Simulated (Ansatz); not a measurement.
# Antimony, A7 rhombohedral under PBE: convergence with the k-point mesh

Aim: find which k-point mesh is enough for energy and pressure. The geometry was relaxed under PBE beforehand and stays fixed; 6 values are run, from 2×2×2 to 13×13×13. Wanted are the values from which on the energy stays within 10 and 1 meV/atom, and the pressure within 0.5 GPa, of the last run. Within the series other settings stay, but some runs also write fields, which adds to their time. Spin polarisation is left out.

Computed with Ansatz 0.2.0 (DFT PBE, plane waves with PAW, scalar-relativistic, unless a step says otherwise).

### 1 Starting point

It takes space group R-3m (No. 166, trigonal). The conventional cell has a = 4.376 Å, b = 4.376 Å, c = 11.530 Å, α = 90.00°, β = 90.00°, γ = 120.00°. Around Sb (site symmetry 3m) lie 3 Sb at 2.95 Å.

Structure file:

```xyz
2
Lattice="2.1879 1.2632 3.8432 -2.1879 1.2632 3.8432 0.0000 -2.5264 3.8432" Properties=species:S:1:pos:R:3 pbc="T T T"
Sb    0.0000    0.0000    2.6827
Sb    0.0000    0.0000    8.8468
```

### 2 k-mesh 2×2×2

The run at 2×2×2.

The input, input.yaml:

```yaml
crystal:
  lattice:
    - [2.1879029667, 1.2631863668, 3.8431731385]
    - [-2.1879029667, 1.2631863668, 3.8431731385]
    - [0.0, -2.5263727336, 3.8431731385]
  atoms:
    - { symbol: Sb, position: [0.2326795448, 0.2326795448, 0.2326795448] }
    - { symbol: Sb, position: [0.7673204552, 0.7673204552, 0.7673204552] }
hamiltonian:
  xc: pbe
  pseudopotentials:
    kind: paw
    azcp:
      Sb: "pseudopotentials/Sb.paw.azcp"
basis:
  ecutwfc: 420
  fft_grid_basis: typed
kpoints:
  mp_grid: { grid: [2, 2, 2], shift: [0, 0, 0] }
magnetization:
  spin_polarized: false
scf:
  occupations: { method: fermi_dirac, width: 0.1 }
  lower_state_search: "off"
output:
  stress: true
  write_density: true
  write_potential: true
  elf: true
  volumetric_format: npy
```

The run is started by

```bash
$ ansatz run input.yaml --threads 1 --pin off --max-ram 3584MiB --backend cpu --events-out ev --progress --plain --runs-dir out
```

### 3 k-mesh 3×3×3

The run at 3×3×3.

Changes to input.yaml since step 2:

```diff
@@ -18,3 +18,3 @@
 kpoints:
-  mp_grid: { grid: [2, 2, 2], shift: [0, 0, 0] }
+  mp_grid: { grid: [3, 3, 3], shift: [0, 0, 0] }
 magnetization:
@@ -26,5 +26 @@
   stress: true
-  write_density: true
-  write_potential: true
-  elf: true
-  volumetric_format: npy
```

### 4 k-mesh 4×4×4

The run at 4×4×4.

Changes to input.yaml since step 3:

```diff
@@ -18,3 +18,3 @@
 kpoints:
-  mp_grid: { grid: [3, 3, 3], shift: [0, 0, 0] }
+  mp_grid: { grid: [4, 4, 4], shift: [0, 0, 0] }
 magnetization:
```

### 5 k-mesh 5×5×5

The run at 5×5×5.

Changes to input.yaml since step 4:

```diff
@@ -18,3 +18,3 @@
 kpoints:
-  mp_grid: { grid: [4, 4, 4], shift: [0, 0, 0] }
+  mp_grid: { grid: [5, 5, 5], shift: [0, 0, 0] }
 magnetization:
@@ -26 +26,5 @@
   stress: true
+  write_density: true
+  write_potential: true
+  elf: true
+  volumetric_format: npy
```

### 6 k-mesh 7×7×7

The run at 7×7×7.

Changes to input.yaml since step 5:

```diff
@@ -18,3 +18,3 @@
 kpoints:
-  mp_grid: { grid: [5, 5, 5], shift: [0, 0, 0] }
+  mp_grid: { grid: [7, 7, 7], shift: [0, 0, 0] }
 magnetization:
@@ -26,5 +26 @@
   stress: true
-  write_density: true
-  write_potential: true
-  elf: true
-  volumetric_format: npy
```

### 7 k-mesh 13×13×13

The run at 13×13×13.

Changes to input.yaml since step 6:

```diff
@@ -18,3 +18,3 @@
 kpoints:
-  mp_grid: { grid: [7, 7, 7], shift: [0, 0, 0] }
+  mp_grid: { grid: [13, 13, 13], shift: [0, 0, 0] }
 magnetization:
```

(Steps that only read results are left out.)

**Question.** What will these runs give? Wanted: pressure at 13×13×13.

**Answer**, as computed:

```
                                           quantity                        value
      E(σ → 0) stays within 10 meV/atom of 13×13×13                from 7×7×7 on
                   E(σ → 0) stays within 1 meV/atom  not reached before 13×13×13
                      pressure stays within 0.5 GPa                from 3×3×3 on
                               pressure at 13×13×13                     0.01 GPa
                    CPU time, dearest over cheapest                           18
energy of a separate run on a finer mesh (14×14×14)  +0.4 meV/atom from 13×13×13
```

**Reading.** At 2×2×2 the energy differs by +885.1 meV/atom and the pressure by +6.3 GPa. Convergence in k is not monotonic; the energy swings about its limit. The energy has not settled to 1 meV/atom before the last mesh. A Fermi surface needs many points. A run on a finer mesh agrees with the yardstick to 1 meV/atom. The cell taken over is 6 % larger than the measured one (30.20 Å³/atom, COD).
